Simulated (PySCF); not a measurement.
The isolated species `C#CC1=NC1` is ionised with synchrotron light (hν = 3300.0 eV). Calculated photoelectron kinetic energies of its computed core levels, recoil neglected:

```
line  kinetic energy (eV)
   1              3008.87
   2              3008.33
   3              3008.20
   4              3007.12
   5              2894.91
```

The calculation used PySCF 2.14.0, delta-SCF UKS SCAN, pcX-2 on the ionised atom, pcseg-1 elsewhere, spin-free X2C.

Q: Which element, shell and site does each line come from? Numbering: `[CH:1]#[C:2][C:3]1=[N:4][CH2:5]1`.

A: Against the vacuum level, binding energy = hν − kinetic energy.

```tsv
line	binding energy (eV)	level	atoms	environment
1	291.13	C 1s	C1	terminal alkyne carbon
2	291.67	C 1s	C2	alkyne carbon
3	291.80	C 1s	C5	sp3 carbon bound to nitrogen
4	292.88	C 1s	C3	C=N carbon
5	405.09	N 1s	N4	C=N nitrogen
```

Q: Where does line 4 move with hν = 1486.6 eV?

A: To 1486.6 − 292.88 = 1193.72 eV; every photoline shifts by the change in photon energy, -1813.4 eV.

Lowest listed C 1s: C1, bonded to C (triple bond) and H. Highest, 1.75 eV above it: C3, bonded to N (double bond) and 2 C. Summing the Pauling electronegativity differences to the bonded atoms, each weighted by its formal bond order, gives -0.35 for the lowest site and +0.98 for the highest; no listed site has a larger sum than the highest.

Q: Which effective nuclear charge Zeff reproduces each element's mean 1s value in the hydrogen-like formula E = 13.606 eV × Zeff²?

A: C (Z = 6): mean 291.9 eV, Zeff = 4.63, Z − Zeff = 1.37; N (Z = 7): mean 405.1 eV, Zeff = 5.46, Z − Zeff = 1.54. Means run over the listed sites, weighted by atom count.

Other core shells, valence and Auger electrons aren't listed. Spin contamination (⟨S²⟩ against 0.75 for a pure doublet) is marked for C 1s of C1 (0.94), C 1s of C2 (0.94) and C 1s of C3 (0.99), which makes these values less certain. Geometry: PBE0-D3(BJ)/def2-SVP; no solvent, vibrations or thermal averaging.
